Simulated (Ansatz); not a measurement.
**C₂H₄FNOS: up Jacob's ladder to CCSD(T)**

The task here is to estimate one member of a computed series from the others.

Computed with Ansatz 0.2.0, Gaussian basis. Level: functionals in def2-TZVPP, the program's frozen cores in correlated methods.

Plan: PBE-D4, r2SCAN-D4, PBE0-D4, B3LYP-D4, ωB97X-V, ωB97M-V, B2PLYP; CCSD(T)/def2-TZVPP; MP2/def2-QZVPP; extrapolation to the limit.

### The geometry

The geometry comes from an earlier relaxation with PBE0-D4 in a triple-zeta def2 set; it is a stationary point, not always the lowest conformer.

SMILES `NC(F)(S)C=O`, 10 atoms, charge 0, spin multiplicity 1.

Atoms are counted from 1 here; the program's logs count them from 0.

Bond lengths: N1–C2 1.403 Å, N1–H7 1.012 Å, N1–H8 1.011 Å, C2–F3 1.376 Å, C2–S4 1.822 Å, C2–C5 1.526 Å, S4–H9 1.343 Å, C5–O6 1.194 Å, C5–H10 1.108 Å. Angles: C2–N1–H7 112.2°, C2–N1–H8 112.2°, H7–N1–H8 110.4°, N1–C2–F3 114.2°, N1–C2–S4 107.1°, N1–C2–C5 110.9°, F3–C2–S4 109.8°, F3–C2–C5 109.1°, S4–C2–C5 105.4°, C2–S4–H9 94.1°, C2–C5–O6 123.9°, C2–C5–H10 112.5°, O6–C5–H10 123.5°.

Set-up of the first run:

Contents of in.yaml:

```yaml
crystal:
  periodic: [false, false, false]
  atoms:
    - {symbol: N, position_ang: [0.659377, -1.202835, -0.421540]}
    - {symbol: C, position_ang: [-0.203758, -0.183170, 0.008381]}
    - {symbol: F, position_ang: [-1.494048, -0.305396, -0.453312]}
    - {symbol: S, position_ang: [-0.194526, -0.204535, 1.830718]}
    - {symbol: C, position_ang: [0.338421, 1.188645, -0.382872]}
    - {symbol: O, position_ang: [-0.336222, 2.071100, -0.820590]}
    - {symbol: H, position_ang: [0.766577, -1.213348, -1.427580]}
    - {symbol: H, position_ang: [0.370510, -2.113124, -0.088883]}
    - {symbol: H, position_ang: [-1.246707, 0.622836, 1.942865]}
    - {symbol: H, position_ang: [1.423476, 1.288629, -0.184188]}
basis:
  gaussian: {orbitals: def2-TZVPP}
hamiltonian: {xc: pbe, dispersion: d4}
output: {forces: true, orbitals: {seedname: orbitals}}
```

On the command line:

```bash
$ ansatz run in.yaml --threads 4 --pin off --events-out ev --progress --plain --max-ram 10444MiB
```

Among the steps run: PBE-D4 (GGA); r2SCAN-D4 (meta-GGA); PBE0-D4 (hybrid); B3LYP-D4 (hybrid); ωB97X-V (range-separated); ωB97M-V (range-separated); B2PLYP (double hybrid); CCSD(T) in def2-TZVPP; MP2 in def2-QZVPP.

One of the session's tables, all rows but one given; the rest of the session is left out.

```
            method  atomisation energy (kJ/mol)
            PBE-D4                       4002.6
         r2SCAN-D4                       3844.8
           PBE0-D4                       3856.9
          B3LYP-D4                       3826.9
           ωB97X-V                       3850.6
           ωB97M-V                            ?
            B2PLYP                       3781.7
     HF/def2-TZVPP                       2499.4
    MP2/def2-TZVPP                       3817.1
   CCSD/def2-TZVPP                       3608.3
CCSD(T)/def2-TZVPP                       3697.3
           MP2/CBS                       3942.8
       CCSD(T)/CBS                       3823.0
```

Estimate the missing values for ωB97M-V.

As computed: atomisation energy (kJ/mol): 3856.1. In the column «atomisation energy (kJ/mol)» it lies between ωB97X-V (3850.6) and PBE0-D4 (3856.9).

Among the levels timed on like hardware and quicker than the yardstick, those that no quicker one beats, quickest first: PBE-D4 (2.7 s, +179.6 kJ/mol); PBE0-D4 (3 s, +33.9 kJ/mol); B3LYP-D4 (4.6 s, +3.8 kJ/mol).

B2PLYP carry no dispersion term (for B3LYP, D4 adds 36.4 kJ/mol).
